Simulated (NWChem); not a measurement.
# Correlation energy of hydrogen cyanide (CHN)

```
C
N 1 1.1672
H 1 1.0871 2 180.00
```
Charge 0, spin multiplicity 1.

All runs are NWChem calculations. Structure: optimised with PBE/def2-SVP, a minimum by its harmonic frequencies.

Basis set: def2-SVP. Each correlation energy counts from its own Hartree-Fock reference.

The correlated methods keep 2 core orbitals frozen. Coupled-cluster values serve here as a point of comparison, not as the truth.

```csv
method,correlation energy (mHa)
MP2,-288.7
SCS-MP2,-282.8
CR-CCSD[T],___
CR-CCSD(T),-306.3
CCSD,___
CCSD+T(CCSD),___
CCSD(T),-308.7
CCSDT,___
```

Task: Fill in the missing entries.

Result: 
- CR-CCSD[T], correlation energy (mHa): -307.0
- CCSD, correlation energy (mHa): -296.4
- CCSD+T(CCSD), correlation energy (mHa): -309.5
- CCSDT, correlation energy (mHa): -308.9
